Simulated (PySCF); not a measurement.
Molecule: `C(C=C)[NH2+]C`, [C₄H₁₀N]+.

Bonds (- single, = double, # triple, : aromatic): C1=C2, C2-C3, C3-N4, N4-C5. C1 carries H6, H7; C2 carries H8; C3 carries H9, H10; N4 carries H11, H12; C5 carries H13, H14, H15. Formal charges: N4 +1.

Total charge +1. H7 is cis to C3; H6 is trans to C3.

Frames of a GFN2-xTB Langevin trajectory at 400 K; GIAO PBE0/pcSseg-1 shieldings in PySCF 2.14.0 with density-fitted response routines, gas phase, non-relativistic; equivalent atoms averaged within each frame.

Scale: 13C (186.93 ppm) and 1H (31.72 ppm) vs TMS; 15N (267.73 ppm) vs NH3 (reference shieldings calculated alike). The references are static minima.

How do the shifts (ppm) fluctuate along the trajectory?

Answers


```csv
time (fs),C2,C1,C3,C5,N4,H8,H6,H11/H12,H7,H9/H10
250,133.4,120.9,46.9,30.8,55.9,6.25,6.18,5.33,4.65,3.27
425,139.9,137.2,55.5,33.3,65.9,7.38,7.06,5.25,5.77,4.01
625,131.7,148.5,65.1,45.3,80.7,6.27,7.03,5.39,7.59,4.59
800,127.7,141.1,67.0,39.4,76.0,5.76,7.53,5.58,7.01,3.71
1000,131.5,129.6,69.0,36.8,65.0,6.52,6.31,5.57,5.73,4.67
mean of frames,132.8,135.4,60.7,37.1,68.7,6.44,6.82,5.42,6.15,4.05
standard deviation,4.4,10.6,9.3,5.6,9.8,0.60,0.56,0.15,1.16,0.59
```

5 frames give an uncertainty of the mean of about the standard deviation over 2.2 at best, since frames this close in time may not be independent; classical motion lacks zero-point vibration, and the reference would need the same averaging.
